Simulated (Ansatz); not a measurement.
Conformers and stereoisomers of `C=CC(F)=CF`, each relaxed with PBE0-D4/def2-TZVP in Ansatz. CBS adds the triple-zeta coupled-cluster correction to the MP2 limit.

Not all of them had a frequency check.

Conformer A:

Cartesian coordinates in Å:
```
C 0.755 0.877 -1.440
C 0.647 0.259 -0.267
C -0.596 -0.246 0.260
F -1.687 -0.067 -0.500
C -0.772 -0.871 1.423
F 0.257 -1.093 2.243
H -0.106 1.037 -2.077
H 1.714 1.238 -1.791
H 1.513 0.102 0.366
H -1.724 -1.236 1.783
```

Conformer B:

Z-matrix (Å, degrees):
```
C
C 1 1.331
H 1 1.082 2 120.9
H 1 1.083 2 121.4 3 -180.0
C 2 1.442 1 124.0 3 -180.0
H 2 1.085 1 120.7 3 -0.0
C 5 1.332 2 123.8 1 180.0
F 5 1.335 2 116.7 1 -0.0
F 7 1.327 5 122.2 2 180.0
H 7 1.081 5 123.0 2 -0.0
```

**Question.** Which is lowest in electronic energy at CCSD(T)/CBS (frozen core, def2 sets), and by how much? (An estimate is asked.)

**Answer.** Computed: B; A lies 1.2 kJ/mol higher. Gaps under about 2 kJ/mol don't settle the order.

**Question.** Give the energies relative to B (kJ/mol) with r2SCAN-D4/def2-TZVPP, PBE0-D4/def2-TZVPP, B3LYP-D4/def2-TZVPP, SCS-MP2/def2-TZVPP, CCSD(T)/def2-TZVPP, HF/CBS(def2), MP2/CBS(def2). (An estimate is asked.)

**Answer.** Computed: 
```tsv
level	A
r2SCAN-D4/def2-TZVPP	2.1
PBE0-D4/def2-TZVPP	1.7
B3LYP-D4/def2-TZVPP	0.9
SCS-MP2/def2-TZVPP	1.1
CCSD(T)/def2-TZVPP	0.7
HF/CBS(def2)	2.0
MP2/CBS(def2)	1.9
```

B3LYP here is the variant with VWN-RPA as its local correlation; programs differ in this.
